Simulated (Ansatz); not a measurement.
# AlH3OS: basis-set convergence

One table from this session's results is given with a row withheld; the runs are named, their logs left out.

Program: Ansatz 0.2.0, Gaussian basis. Level of theory: one geometry, several basis sets. These are calculated values, not measurements.

Levels to be run: PBE0-D4/def2-SVP; ωB97M-V/def2-SVP; PBE0-D4/def2-QZVPP; ωB97M-V/def2-QZVPP; the functionals' def2-TZVPP values are taken from earlier runs.

## Structure used throughout

The geometry comes from an earlier relaxation with PBE0-D4 in a triple-zeta def2 set; it is a stationary point.

SMILES `[OH][AlH][SH]`, 6 atoms, charge 0, spin multiplicity 1.

Atoms are counted from 1 here; the program's logs count them from 0.

Bond lengths: O1–Al2 1.690 Å, O1–H4 0.955 Å, Al2–S3 2.186 Å, Al2–H5 1.569 Å, S3–H6 1.344 Å. Angles: Al2–O1–H4 126.2°, O1–Al2–S3 122.3°, O1–Al2–H5 118.4°, S3–Al2–H5 119.3°, Al2–S3–H6 94.2°.

The first run:

File in.yaml:

```yaml
crystal:
  periodic: [false, false, false]
  atoms:
    - {symbol: O, position_ang: [-1.108936, -0.531092, -0.884958]}
    - {symbol: Al, position_ang: [0.267104, 0.390805, -0.551042]}
    - {symbol: S, position_ang: [1.228201, 0.385651, 1.412229]}
    - {symbol: H, position_ang: [-1.564394, -1.105784, -0.273676]}
    - {symbol: H, position_ang: [0.868723, 1.276440, -1.698057]}
    - {symbol: H, position_ang: [0.351401, -0.480018, 1.949303]}
basis:
  gaussian: {orbitals: def2-SVP}
hamiltonian: {xc: pbe0, dispersion: d4}
output: {orbitals: {seedname: orbitals}}
```

Steps of the session up to this table: PBE0-D4 in def2-SVP; ωB97M-V in def2-SVP; PBE0-D4 in def2-QZVPP; ωB97M-V in def2-QZVPP.

One table of the session follows, with a row left open; its other results are not shown here.

It belongs to the step «Functionals by basis». 

```
functional       basis  HOMO (eV)
   PBE0-D4    def2-SVP      -7.64
   PBE0-D4  def2-TZVPP      -7.79
   PBE0-D4  def2-QZVPP          ?
   ωB97M-V    def2-SVP      -9.78
   ωB97M-V  def2-TZVPP      -9.98
   ωB97M-V  def2-QZVPP     -10.02
```

Q: Estimate the row for PBE0-D4, def2-QZVPP from the others.

As computed: HOMO (eV): -7.83. In the column «HOMO (eV)» it lies between ωB97M-V, def2-SVP (-9.78) and PBE0-D4, def2-TZVPP (-7.79).
